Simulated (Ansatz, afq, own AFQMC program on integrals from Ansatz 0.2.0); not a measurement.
**Where AFQMC and coupled cluster stand for C₂H₆S, singlet**

```xyz
9

C     0.7978    1.0071    1.6021
S     1.2334    0.3612   -0.0241
C     1.4383   -1.3836    0.3825
H    -0.1333    0.5577    1.9816
H     1.6057    0.8465    2.3331
H     0.6414    2.0890    1.4875
H     2.2442   -1.5378    1.1169
H     0.5041   -1.8241    0.7646
H     1.7114   -1.9006   -0.5484
```

Basis def2-SVP. Only valence electrons are correlated. AFQMC by an in-house program on the Cholesky factors that Ansatz 0.2.0 writes for its CCSD(T) run. The CISD trial takes its coefficients from CCSD amplitudes. Released means that phaseless walkers are propagated on without the constraint, phases kept. Free projection: walkers drawn from exp(T), propagated without any constraint. Its projection time is finite, and what remains of the start isn't in its error. Error bars are statistical, one sigma.

Determinant: RHF, the one that the program's search chose, which needn't be the lowest solution. The geometry is a PBE0/def2-SVP stationary point of this or a neighbouring charge and spin state.

No full CI on the walks' own integrals is used here; CCSDT(Q) serves as the reference and is uncertain by about the last step of the cluster series.

The T1 diagnostic is 0.0077 and the weight of the determinant in the CISD state is 0.834. The size of the correlated space is 20 electrons in 69 orbitals.

Reference: CCSDT(Q), correlation energy -13.303 eV. The released energy is read at 1.00 1/Eh (meV from the phaseless value at times in 1/Eh: 0 ± 4 at 0.24, -8 ± 3 at 0.50, -5 ± 6 at 1.00).

| level | E − E(reference) (kJ/mol) | share of correlation (%) |
| --- | --- | --- |
| HF | 1283.6 | 0.00 |
| MP2 | 162.3 | 87.36 |
| CCSD | 39.4 | 96.93 |
| CCSD(T) | 4.3 | 99.66 |
| CCSDT | 1.9 | 99.85 |
| ph-AFQMC/HF | -7.6 ± 2.1 | 100.59 |
| ph-AFQMC/CISD | 0.0 ± 0.4 | 100.00 |
| released AFQMC | -0.5 ± 0.5 | 100.04 |
| free AFQMC | 1.3 ± 1.2 | 99.90 |

Free projections are given only where their last times agree within the noise and don't stop above the reference; a slow remainder of the start can still hide under it. Released energies are given only where the last usable release times agree within the noise; a slower fall can still hide under it.
